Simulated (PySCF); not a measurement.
Methallyl cyanide, C5H7N.
SMILES with atom numbers: `[CH2:1]=[C:2]([CH3:3])[CH2:4][C:5]#[N:6]` (hydrogens: H7, H8 on C1; H9, H10, H11 on C3; H12, H13 on C4)

Cartesian coordinates in Å at the PBE0-D3(BJ)/def2-SVP level; atoms count from 1:
```xyz
13
C5H7N angstrom
C     -0.9281    1.4676    0.1548
C     -0.3465    0.2847   -0.0611
C     -1.0367   -1.0267    0.1471
C      1.0846    0.2116   -0.5514
C      1.9556   -0.5291    0.3581
N      2.6265   -1.1324    1.0828
H     -1.9657    1.5309    0.4926
H     -0.3910    2.4076    0.0026
H     -2.0786   -0.8889    0.4648
H     -0.5146   -1.6232    0.9134
H     -1.0310   -1.6274   -0.7779
H      1.1243   -0.2947   -1.5325
H      1.5012    1.2201   -0.6932
```

Method: PBE0-D3(BJ)/def2-SVP geometry optimisation, gas phase in PySCF 2.14.0.

Masses are those of the commonest isotopes; rigid-rotor values at the optimised geometry. The values belong to one conformer with, in the numbering `[CH2:1]=[C:2]([CH3:3])[CH2:4][C:5]#[N:6]`, C1–C2–C4–C5 121°.

(1) Give the principal moments of inertia and the rotational constants in MHz.

(2) Classify the top.

(3) What does the inertial defect say?

(4) Give the other two planar moments, Paa and Pbb, and the rms extents of the mass along the axes.

(5) List the rotational levels J(Ka,Kc) to J = 5 (MHz).

(6) Predict some low-J microwave lines.

Results:

(1) Ia = 74.42, Ib = 216.04, Ic = 255.42 u·Å²; 505379 MHz·u·Å²/I gives A = 6791, B = 2339, C = 1979 MHz.

(2) An asymmetric top. Ray's parameter κ = (2B − A − C)/(A − C) = -0.850; −1 is the prolate and +1 the oblate limit.

(3) Not planar: Δ = Ic − Ia − Ib = -35.04 u·Å². For a rigid frame Δ = −2 Σ m c², so Σ m c² = 17.52 u·Å² lies off the ab plane: 6.18 from hydrogen and 11.34 from heavier atoms. The atom farthest from that plane is 1.75 Å away.

(4) Paa = Σ m a² = (Ib + Ic − Ia)/2 = 198.52 and Pbb = Σ m b² = (Ia + Ic − Ib)/2 = 56.90 u·Å². With the mass M = 81.06 u, the rms extents √(P/M) along a, b and c are 1.56, 0.84, 0.46 Å.

(5) Above 0(0,0):
J = 1: 1(0,1) 4318, 1(1,1) 8770, 1(1,0) 9130
J = 2: 2(0,2) 12933, 2(1,2) 17045, 2(1,1) 18127, 2(2,1) 31482, 2(2,0) 31503
J = 3: 3(0,3) 25803, 3(1,3) 29445, 3(1,2) 31608, 3(2,2) 44436, 3(2,1) 44541, 3(3,1) 67610, 3(3,0) 67610
J = 4: 4(0,4) 42869, 4(1,4) 45956, 4(1,3) 49557, 4(2,3) 61692, 4(2,2) 62003, 4(3,2) 84921, 4(3,1) 84927, 4(4,1) 117310, 4(4,0) 117310
J = 5: 5(0,5) 64058, 5(1,5) 66560, 5(1,4) 71948, 5(2,4) 83235, 5(2,3) 83946, 5(3,3) 106576, 5(3,2) 106597, 5(4,2) 138947, 5(4,1) 138947, 5(5,1) 180592, 5(5,0) 180592
The levels of one J sum to (2J + 1)J(J + 1)(A + B + C)/3.

(6) The dipole components are |μa| = 3.17 D, |μb| = 0.72 D, |μc| = 1.58 D. The squared components, which scale the intensities, stand as 1.00 : 0.05 : 0.25 (a : b : c). Some lines, for components of 0.1 D or more:

```json
{"type": "a", "branch": "Q", "J(Ka,Kc)": "1(1,0) ← 1(1,1)", "MHz": "361", "lower level (cm⁻¹)": "0.293"}
{"type": "c", "branch": "Q", "J(Ka,Kc)": "2(1,2) ← 2(0,2)", "MHz": "4112", "lower level (cm⁻¹)": "0.431"}
{"type": "b", "branch": "Q", "J(Ka,Kc)": "2(1,1) ← 2(0,2)", "MHz": "5194", "lower level (cm⁻¹)": "0.431"}
{"type": "a", "branch": "R", "J(Ka,Kc)": "2(1,2) ← 1(1,1)", "MHz": "8275", "lower level (cm⁻¹)": "0.293"}
{"type": "b", "branch": "R", "J(Ka,Kc)": "3(0,3) ← 2(1,2)", "MHz": "8758", "lower level (cm⁻¹)": "0.569"}
{"type": "c", "branch": "Q", "J(Ka,Kc)": "4(2,3) ← 4(1,3)", "MHz": "12135", "lower level (cm⁻¹)": "1.653"}
{"type": "b", "branch": "Q", "J(Ka,Kc)": "4(2,2) ← 4(1,3)", "MHz": "12446", "lower level (cm⁻¹)": "1.653"}
{"type": "b", "branch": "R", "J(Ka,Kc)": "2(1,2) ← 1(0,1)", "MHz": "12727", "lower level (cm⁻¹)": "0.144"}
{"type": "b", "branch": "Q", "J(Ka,Kc)": "3(2,1) ← 3(1,2)", "MHz": "12933", "lower level (cm⁻¹)": "1.054"}
{"type": "a", "branch": "R", "J(Ka,Kc)": "3(2,2) ← 2(2,1)", "MHz": "12954", "lower level (cm⁻¹)": "1.050"}
{"type": "a", "branch": "R", "J(Ka,Kc)": "3(1,2) ← 2(1,1)", "MHz": "13481", "lower level (cm⁻¹)": "0.605"}
{"type": "b", "branch": "Q", "J(Ka,Kc)": "2(2,1) ← 2(1,2)", "MHz": "14437", "lower level (cm⁻¹)": "0.569"}
{"type": "b", "branch": "Q", "J(Ka,Kc)": "3(2,2) ← 3(1,3)", "MHz": "14991", "lower level (cm⁻¹)": "0.982"}
{"type": "b", "branch": "Q", "J(Ka,Kc)": "4(2,3) ← 4(1,4)", "MHz": "15736", "lower level (cm⁻¹)": "1.533"}
{"type": "a", "branch": "R", "J(Ka,Kc)": "4(1,4) ← 3(1,3)", "MHz": "16511", "lower level (cm⁻¹)": "0.982"}
{"type": "b", "branch": "R", "J(Ka,Kc)": "3(1,3) ← 2(0,2)", "MHz": "16512", "lower level (cm⁻¹)": "0.431"}
{"type": "a", "branch": "R", "J(Ka,Kc)": "4(2,3) ← 3(2,2)", "MHz": "17256", "lower level (cm⁻¹)": "1.482"}
{"type": "b", "branch": "Q", "J(Ka,Kc)": "3(3,0) ← 3(2,1)", "MHz": "23069", "lower level (cm⁻¹)": "1.486"}
{"type": "c", "branch": "R", "J(Ka,Kc)": "4(1,3) ← 3(0,3)", "MHz": "23754", "lower level (cm⁻¹)": "0.861"}
{"type": "c", "branch": "R", "J(Ka,Kc)": "3(2,2) ← 2(1,2)", "MHz": "27391", "lower level (cm⁻¹)": "0.569"}
{"type": "b", "branch": "R", "J(Ka,Kc)": "4(2,3) ← 3(1,2)", "MHz": "30083", "lower level (cm⁻¹)": "1.054"}
{"type": "c", "branch": "R", "J(Ka,Kc)": "4(2,2) ← 3(1,2)", "MHz": "30394", "lower level (cm⁻¹)": "1.054"}
{"type": "c", "branch": "R", "J(Ka,Kc)": "4(2,3) ← 3(1,3)", "MHz": "32247", "lower level (cm⁻¹)": "0.982"}
{"type": "c", "branch": "R", "J(Ka,Kc)": "3(3,0) ← 2(2,0)", "MHz": "36107", "lower level (cm⁻¹)": "1.051"}
{"type": "c", "branch": "R", "J(Ka,Kc)": "3(3,1) ← 2(2,1)", "MHz": "36127", "lower level (cm⁻¹)": "1.050"}
{"type": "b", "branch": "R", "J(Ka,Kc)": "3(3,0) ← 2(2,1)", "MHz": "36128", "lower level (cm⁻¹)": "1.050"}
{"type": "c", "branch": "R", "J(Ka,Kc)": "4(3,2) ← 3(2,2)", "MHz": "40485", "lower level (cm⁻¹)": "1.482"}
{"type": "c", "branch": "R", "J(Ka,Kc)": "4(4,1) ← 3(3,1)", "MHz": "49700", "lower level (cm⁻¹)": "2.255"}
```

PBE0-D3(BJ)/def2-SVP frequencies: not computed here. These are rigid-rotor constants of the computed structure; measured ground-state constants (B0) also hold zero-point vibration. A rigid rotor knows nothing of internal rotation, which can split or shift real lines. Quadrupole hyperfine structure (14N) is left out.
